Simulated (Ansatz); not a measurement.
Consider the atomization: `C=CF` → 2 C• + F• + 3 H•.

Gas-phase electronic energies from Ansatz, PBE0-D4/def2-TZVP geometries. CCSD(T)/CBS adds triple-zeta CCSD(T) − MP2 to the extrapolated MP2 energy (def2 sets, frozen cores). This one scheme is used for every species, atoms too. DFT in def2-TZVPP. B3LYP here is the variant with VWN-RPA as its local correlation; programs differ in this. HSE06 is defined as in plane-wave codes. No spin–orbit coupling; open shells (•) take unrestricted orbitals. Spin–orbit coupling would lower the free atoms: a little for C, F.

```csv
level,ΔE (kJ/mol),difference from CCSD(T)/CBS
PBE0-D4,2411.8,17.1
HSE06-D4,2414.2,19.5
B2PLYP,2381.1,-13.6
PBE-QIDH,2383.0,-11.7
revPBE,2383.0,-11.7
r2SCAN,2404.6,9.9
B3LYP,2392.8,-1.9
BHLYP,2306.0,-88.7
MP2/def2-TZVPP,2385.7,-9.0
SCS-MP2/def2-TZVPP,2364.1,-30.6
CCSD/def2-TZVPP,2298.9,-95.8
CCSD(T)/def2-TZVPP,2337.4,-57.3
HF/def2-QZVPP,1752.8,-641.9
SCS-MP2/def2-QZVPP,2401.5,6.8
HF/CBS(def2),1753.2,-641.5
CCSD/CBS(def2),2356.2,-38.5
CCSD(T)/CBS,2394.7,0
```

Largest T1 diagnostic among the species: 0.012.

From r2SCAN to r2SCAN0 (25 % exact exchange), in def2-TZVPP and without D4, ΔE moves by −48.4 kJ/mol: exact exchange takes away binding that semilocal exchange gives to molecules. Leaving LDA and LC-ωPBE aside and taking each functional with its dispersion term where it has one, the values, not all of them listed here, spread over 162.1 kJ/mol, from BHLYP-D4 to PBE-D4. LDA lies +308.5 kJ/mol from PBE without D4, its usual overbinding. At CCSD(T), def2-SVP lies −102.4 kJ/mol from the extrapolated value and def2-TZVPP −57.3 kJ/mol: correlation converges slowly with the basis, and small sets miss more of it in the bonded molecule than in its fragments.

For atomizations the MP2-based limit and the directly extrapolated one differ by several kJ/mol either way, and by 10 to 25 for some Ge, Se and Sn compounds, so smaller differences from it don't rank the levels.
